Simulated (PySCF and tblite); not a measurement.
Values are calculated unless marked as measured or tabulated.
C₄H₆O₂, numbered as in [CH2:1]=[CH:2][C:3](=[O:4])[O:5][CH3:6].

Search: ETKDG and KDG, MMFF94s, GFN2-xTB, 90 starts; geometries at GFN2-xTB. Free energies are PBE0-D3(BJ)/def2-TZVP (IEF-PCM, chloroform) single points with GFN2-xTB rigid-rotor and vibrational terms (modes under about 100 cm⁻¹ blended into free rotors). Symmetry numbers and mirror images are counted. Conformers within 3 kcal/mol (GFN2-xTB free energy) were kept, 6 at most. Couplings: B3LYP/6-31G* with pcJ-1 on H (gas phase; spin-dipole term only for pairs with B, N, F, Si or P). Couplings are for ¹H. H–H couplings come out 0.1 to 0.9 Hz lower than with pcJ-1 on all atoms. Of two unlike H on one atom, a is the less shielded (B97-2/pcSseg-1 (IEF-PCM, chloroform)). Programs: PySCF with density fitting and tblite.

Torsions listed: C1–C2–C3–O5, O4–C3–O5–C6.

```csv
conformer,shape,weight %
1,"180°, 0°",69.2
2,"0°, 0°",30.8
```

(1) Give the couplings in each conformer and the averages at 298.15 K (pairs that fast motion interchanges averaged).

The minima are those of GFN2-xTB; planar forms about aryl–S or allylic bonds may be saddles in DFT.

## Answers

(1) 
| coupling | pairs | 1 | 2 | average (Hz) |
| --- | --- | --- | --- | --- |
| ²J(H1a,H1b) | 1 | 0.2 | 0.0 | 0.2 |
| ³J(H1a,H2) | 1 | 17.2 | 17.4 | 17.3 |
| ³J(H1b,H2) | 1 | 11.4 | 11.9 | 11.5 |
| ²J(H6,H6) | 3 | -11.7 | -11.6 | -11.7 |
